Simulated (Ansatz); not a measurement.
# [NH$_{2}$···H···H], doublet: transfer scan

Starting geometry:

```tsv
atom	x (Å)	y (Å)	z (Å)
N	-0.1364	-0.0316	-0.0492
H	-0.4337	0.9362	-0.0492
H	-0.4337	-0.4339	0.8311
H	0.8761	-0.0316	-0.0492
H	1.8866	-0.0316	-0.0492
```

From there H4 is moved from one fragment to the other while all else, the fragments' distance too, stays fixed; atoms are numbered as listed. Energies are in kcal/mol, counted from the starting geometry at the same level.

Basis cc-pVDZ; Ansatz 0.2.0. Only valence electrons are correlated (noble-gas cores frozen). Prefix R: restricted or restricted open-shell reference; prefix U: unrestricted.

Full CI isn't at hand for all of this; RCCSDTQ serves as the reference, and is uncertain by about the last step of the cluster series. The frozen core follows each run's orbitals, which can shift R against U totals by a few meV.

| distance N1-H4 (Å) | RCCSDTQ | error RHF | error RCCSD | error UCCSD | error RCCSD(T) | error RCCSDT | error UCCSDT |
| --- | --- | --- | --- | --- | --- | --- | --- |
| 1.012 | 0.0 | 0.0 | 0.0 | 0.0 | 0.0 | 0.0 | 0.0 |
| 1.050 | -0.1 | 2.0 | 0.1 | 0.1 | 0.0 | 0.0 | 0.0 |
| 1.126 | 1.5 | 5.8 | 0.3 | 0.2 | 0.0 | 0.0 | 0.0 |
| 1.202 | 4.2 | 6.7 | 0.3 | 0.1 | 0.0 | 0.0 | 0.0 |
| 1.278 | 7.4 | 3.0 | 0.0 | -0.1 | 0.0 | 0.0 | 0.0 |

Errors are those of relative energies. In total energy the starting point itself misses RCCSDTQ by: RHF 138.6, RCCSD 3.3, UCCSD 3.2, RCCSD(T) 0.5, RCCSDT 0.2, UCCSDT 0.2 kcal/mol.

Spread of the error over the points with a reference, to 1.278 Å (largest less smallest): UCCSDT 0.0, RCCSD(T) 0.0, RCCSDT 0.0, UCCSD 0.3, RCCSD 0.3, RHF 6.7 kcal/mol.
